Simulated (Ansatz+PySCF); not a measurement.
singlet CO: levels of theory in one basis

| atom | x (Å) | y (Å) | z (Å) |
| --- | --- | --- | --- |
| C | 0.0000 | 0.0000 | -1.2248 |
| O | 0.0000 | 0.0000 | 0.9186 |

Basis set: STO-3G (spherical functions). Frozen core: 2 orbitals. Charge 0, multiplicity 1.

Computed with Ansatz (development build ahead of 0.2.0); each method stands on the lowest determinant of its kind that the runs found.

| method | E − E(RHF) (eV) | <S²> of the determinant |
| --- | --- | --- |
| RHF | 0.00 | 0.00 |
| UHF | -6.04 | 1.99 |
| RHF-MP2 | -1.12 | – |
| UHF-MP2 | -6.34 | 1.99 |
| RHF-CCSD | -1.98 | – |
| RHF-CCSD(T) | -2.00 | – |
| UHF-CCSD(T) | -7.10 | 1.99 |

What does full CI (lowest root of this spin) give on the same scale?

-7.39 eV.

At such a shape the full CI root can have another spatial symmetry than the determinants, so the rows needn't describe one state.

Is a single determinant a sound starting point here?

It is doubtful. Unrestricted orbitals lower Hartree–Fock by 6.04 eV and <S²> is 1.99 where a pure state has 0.00, a sign of strong static correlation.

Caution for RHF, RHF-MP2, RHF-CCSD, RHF-CCSD(T): an unrestricted determinant lies well below. Caution for UHF, UHF-MP2, UHF-CCSD(T): the unrestricted determinant is a mixture of spin states. Caution for RHF-MP2, RHF-CCSD, RHF-CCSD(T): bonds are stretched, where a single reference can fail. Caution for UHF-MP2, UHF-CCSD(T): large amplitudes, a single reference is doubtful; a plain start can end on a higher determinant.
